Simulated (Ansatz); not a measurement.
# C₂H₂OS: functionals against CCSD(T) at one geometry

An exercise on one series of results from a longer session: the logs are not shown, and one member is left open.

Method: single points in def2-TZVPP; program: Ansatz 0.2.0, Gaussian basis.

Correlated methods freeze the cores.

### The starting structure

SMILES `OC#CS`, 6 atoms, charge 0, spin multiplicity 1.

Atoms are counted from 1 here; the program's logs count them from 0.

Bond lengths: O1–C2 1.288 Å, O1–H5 0.938 Å, C2–C3 1.191 Å, C3–S4 1.726 Å, S4–H6 1.494 Å. Angles: C2–O1–H5 112.5°, O1–C2–C3 174.9°, C2–C3–S4 165.4°, C3–S4–H6 95.5°.

Geometry (Å):

```xyz
6

O     1.9752    0.2335    0.3137
C     0.7212   -0.0184    0.1629
C    -0.4579   -0.1679    0.0856
S    -2.0591   -0.8084    0.0092
H     2.4396    0.2465   -0.5014
H    -2.7402    0.5177   -0.0915
```

Set-up of the first run:

File run/in.yaml:

```yaml
crystal:
  periodic: [false, false, false]
  atoms:
    - {symbol: O, position_ang: [1.975200, 0.233500, 0.313700]}
    - {symbol: C, position_ang: [0.721200, -0.018400, 0.162900]}
    - {symbol: C, position_ang: [-0.457900, -0.167900, 0.085600]}
    - {symbol: S, position_ang: [-2.059100, -0.808400, 0.009200]}
    - {symbol: H, position_ang: [2.439600, 0.246500, -0.501400]}
    - {symbol: H, position_ang: [-2.740200, 0.517700, -0.091500]}
basis:
  gaussian: {orbitals: def2-TZVPP}
correlation: {method: ccsd_t}
output: {forces: true}
```

No record of the launch command was kept for these runs.

Among the steps run: CCSD(T)/def2-TZVPP; PBE0-D4/def2-TZVPP; wB97M-V/def2-TZVPP; r2SCAN-D4/def2-TZVPP; PBE-D4/def2-TZVPP; BLYP-D4/def2-TZVPP; BHLYP-D4/def2-TZVPP.

One of the session's tables, all rows but one given; the rest of the session is left out.

```
   method  RMS force component (eV/Å)  angle to CCSD(T) forces (°)  dipole (D)
  CCSD(T)                       1.331                    reference        1.91
  PBE0-D4                           ?                            ?           ?
  wB97M-V                       1.189                         14.7        1.95
r2SCAN-D4                       1.343                         11.3        2.06
   PBE-D4                       1.460                         14.5        2.01
  BLYP-D4                       1.351                         11.5        1.97
 BHLYP-D4                       1.147                         29.0        1.94
```

Q: Estimate the row for PBE0-D4 from the others.

**Answer.** RMS force component (eV/Å): 1.274; angle to CCSD(T) forces (°): 12.2; dipole (D): 1.99. In the column «RMS force component (eV/Å)» it lies between wB97M-V (1.189) and CCSD(T) (1.331).
